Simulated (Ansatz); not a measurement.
System: HfO₂ (P2₁/c, No. 14). Method: PBEsol (PAW; Ansatz, a first-principles code).

Settings: plane-wave cutoff 520 eV, 8×8×8 k mesh, perturbation theory, scalar-relativistic PAW data made under PBE.

Computed at the level's own relaxed cell.

Question: What does this level give for the electronic dielectric constant ε∞ (mean over three axes) and dielectric constant ε0 (ions relaxed) (mean over three axes)?

Answer: 
- electronic dielectric constant ε∞ (mean over three axes) = 4.95
- dielectric constant ε0 (ions relaxed) (mean over three axes) = 18.2

Note: the relaxation could not lower the start's symmetry, so the cell can be a saddle point above a distorted one.

Spin–orbit coupling is not included.
